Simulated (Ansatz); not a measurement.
**The cluster B₄H₃: structure and electronic state**

Aim: characterise the cluster B₄H₃ as a doublet: its structure, frontier levels and distribution of charge and spin.

The runs use Ansatz 0.2.0, Gaussian basis; UKS PBE0-D4/def2-TZVP.

The runs, in order: relaxation at B3LYP-D4/def2-TZVP; a search for the lowest solution at PBE0-D4/def2-SVP; a single point at PBE0-D4/def2-TZVP; harmonic vibrations at B3LYP-D4/def2-TZVP.

1 further run of the same task is left out (set aside as unsound or not needed). Runs told in other sessions of the task aren't counted.

## Step 1: The system as given

7 atoms, charge 0, spin multiplicity 2.

Atoms are counted from 1 here; the program's logs count them from 0.

Bond lengths: B1–B2 1.537 Å, B1–B3 1.804 Å, B1–B4 1.537 Å, B2–B3 1.690 Å, B2–H5 1.172 Å, B3–B4 1.690 Å, B3–H6 1.186 Å, B4–H7 1.173 Å. Angles: B2–B1–B3 60.2°, B2–B1–B4 120.3°, B3–B1–B4 60.2°, B1–B2–B3 67.8°, B1–B2–H5 149.0°, B3–B2–H5 143.2°, B1–B3–B2 52.1°, B1–B3–B4 52.1°, B1–B3–H6 179.9°, B2–B3–B4 104.2°, B2–B3–H6 127.9°, B4–B3–H6 127.9°, B1–B4–B3 67.8°, B1–B4–H7 149.0°, B3–B4–H7 143.2°.

The start is a GFN1-xTB geometry.

## Step 2: Relaxation at B3LYP-D4/def2-TZVP

The input, in.yaml:

```yaml
crystal:
  periodic: [false, false, false]
  atoms:
    - {symbol: B, position_ang: [0.793550, -0.117520, -0.774360]}
    - {symbol: B, position_ang: [0.875710, 1.038210, 0.235550]}
    - {symbol: B, position_ang: [-0.488700, 0.071120, 0.479840]}
    - {symbol: B, position_ang: [-0.378520, -1.110630, -0.723840]}
    - {symbol: H, position_ang: [1.443000, 1.980960, 0.640690]}
    - {symbol: H, position_ang: [-1.330290, 0.193760, 1.306220]}
    - {symbol: H, position_ang: [-0.914750, -2.055910, -1.164100]}
basis:
  gaussian: {orbitals: def2-TZVP}
magnetization: {spin_polarized: true, initial_magnetization: 1}
hamiltonian: {xc: {name: B3LYP}, dispersion: d4}
scf: {lower_state_search: "off"}
output: {orbitals: {seedname: orbitals}}
relax: {f_tol: 0.02, max_steps: 100}
```

Launch:

```sh
> ansatz run in.yaml --threads 4 --pin off --events-out ev --progress --plain --max-ram 3916MiB
```

Further steps of the session: Searching for the lowest solution, PBE0-D4/def2-SVP; Single point, PBE0-D4/def2-TZVP; Harmonic vibrations.

Q: Predict the results of all the runs planned. Wanted: point group; commonest bond, hydrogen aside; HOMO, LUMO at PBE0-D4/def2-TZVP; ⟨S²⟩; dipole at B3LYP-D4/def2-TZVP; lowest, highest wavenumber.

As calculated:

```
                                         quantity                          value
                                      point group                            C2v
                   commonest bond, hydrogen aside  B–B, 5 of mean length 1.633 Å
HOMO, LUMO at PBE0-D4/def2-TZVP (over both spins)                -7.48, -4.26 eV
                                             ⟨S²⟩                          0.769
                     dipole at B3LYP-D4/def2-TZVP                         0.94 D
                       lowest, highest wavenumber                 185, 2805 cm⁻¹
```

In words: The molecule keeps its bonding pattern by the stored test; the atoms moved 0.14 Å (rms), and the angle B1–B4–H7 went from 149° to 172°. All wavenumbers are real: a minimum at this level. The alpha HOMO lies nearest to B2, B3, B4 about 25 % each; B1 12 % and the alpha LUMO to B2, B4 about 36 % each; H5, H7 about 9 % each (shares on a coarse grid); over both spins the LUMO of beta spin, not drawn, take the frontier's place. Whether this spin is the lowest isn't tested here.
